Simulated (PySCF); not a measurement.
# Spin-Hamiltonian simulation

Molecule: `F`, FH.

Molfile (atoms numbered from 1):
```
FH
     RDKit          3D

  2  1  0  0  0  0  0  0  0  0999 V2000
    0.4676   -0.0028   -0.0029 F   0  0  0  0  0  0  0  0  0  0  0  0
   -0.4648    0.0041   -0.0112 H   0  0  0  0  0  0  0  0  0  0  0  0
  1  2  1  0
M  END
```

- GFN2-xTB geometry
- J: B3LYP/pcJ-1
- GIAO PBE0/pcSseg-1 shieldings
- code: PySCF
- one conformer, no solvent, non-relativistic

Shifts are taken against calculated references (same method and geometry level): 1H (31.72 ppm) vs TMS.

Shifts (ppm): F1 -233.9, H2 2.90.
Couplings (Hz): F1–H2: 320.6.

The 2-spin Hamiltonian (Zeeman plus full scalar coupling among like nuclei) was diagonalised exactly; lines are Lorentzian, 1.0 Hz wide, and the maxima above 3 % are listed with the tallest set to 100.

Task: Give the 1H peak list of this spin system at 100 MHz.

Result: 
Hz from δ = 0 (height): 450.3 (100), 129.7 (100)

Task: And at 400 MHz?

Result: 
| Hz | ppm | height |
| --- | --- | --- |
| 1320.3 | 3.301 | 100 |
| 999.7 | 2.499 | 100 |
